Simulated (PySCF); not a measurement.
Simulated Si 2p region for `N[SiH2]P`, binding energy against the vacuum level.

Every computed line was given a Gaussian of 0.4 eV full width at half maximum and an area set by the number of equivalent atoms (split 2:1 within a doublet); the highest printed point is 100. Method used: delta-SCF UKS SCAN, pcX-2 on the ionised atom, pcseg-1 elsewhere, spin-free X2C (PySCF).

binding energy (eV), intensity and a bar:
```
    106.4          1 
    106.5          6 ##
    106.6         21 ######
    106.7         50 ###############
    106.8         84 #########################
    106.9        100 ##############################
    107.0         85 #########################
    107.1         52 ################
    107.2         29 #########
    107.3         27 ########
    107.4         39 ############
    107.5         50 ###############
    107.6         45 ##############
    107.7         29 #########
    107.8         13 ####
    107.9          4 #
    108.0          1 
    108.1          0
```

**Question.** How many maxima does the curve show, and how many computed lines lie under it?

**Answer.** The curve has 2 maxima (at 106.9 and 107.5 eV). Under it lie 2 lines from 1 inequivalent silicon site, drawn as a 2p3/2, 2p1/2 pair.

**Question.** Decompose the envelope and assign each component. Numbering: `[NH2:1][SiH2:2][PH2:3]`.

**Answer.** 
```
position (eV)  relative area      line  atoms   environment
       106.90           0.67  Si 2p3/2    Si2  SiH2 silicon
       107.52           0.33  Si 2p1/2    Si2  SiH2 silicon
```

No satellites, vibrations or lifetime broadening are included. The 2p values aren't plain energy differences: one relaxed spin-free 2p hole is combined with a matrix within the shell (ground-state 2p orbital-energy differences and spin–orbit coupling). 2p3/2, the mean of its two sublevels, lies a third of the splitting below the shell's mean and 2p1/2 two thirds above it; the statistical areas are 2:1. 2p1/2 minus 2p3/2 (ligand field included): Si 0.62 eV. Geometry: PBE0-D3(BJ)/def2-SVP, one conformer, isolated molecule.

Hardware: one thread of an Arm Neoverse V1, no GPU (shared host). Cost: 18 s wall.

Shape of the structure used: `[NH2:1][SiH2:2][PH2:3]`: H–N1–Si2–P3 53°, H–N1–Si2–P3 -166°, H–P3–Si2–N1 178°, H–P3–Si2–N1 83°.
